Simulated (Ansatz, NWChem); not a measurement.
## Exact exchange and the HOMO–LUMO gap of CS2

CS2 has 3 atoms, charge 0, and is taken as a singlet. SMILES: `S=C=S`. The coordinates come from a PBE0-D4/def2-TZVP relaxation.

The HOMO–LUMO gap y, in eV, basis cc-pVTZ; a is the functional's share of exact exchange. Programs: Ansatz 0.2.0, NWChem 7.3.0.

| functional | program | a | y (eV) |
| --- | --- | --- | --- |
| TPSS | NWChem | 0 | 4.20 |
| BLYP | Ansatz | 0 | 4.02 |
| B3LYP | Ansatz | 0.2 | 5.49 |
| r2SCAN0 | Ansatz | 0.25 | 6.15 |
| PBE0 | Ansatz | 0.25 | ? |
| BHLYP | Ansatz | 0.5 | 7.74 |

Fit y = c + s·a to the known rows and predict PBE0.


1. Means of the 5 rows: a = 0.1900, y = 5.520.
2. Σ(Δa)² = 0.172, Σ(Δa·Δy) = 1.2615, so the slope is 1.2615/0.172 = 7.3343.
3. Intercept: 5.520 − (7.3343) × 0.1900 = 4.126. The largest residual of the fit is 0.19.
4. PBE0: 4.126 + (7.3343) × 0.25 = 5.96 eV.

The run gave 5.91 eV, so the prediction is off by +0.05 eV, within the scatter of the fit. Exact exchange lowers occupied levels and raises empty ones.
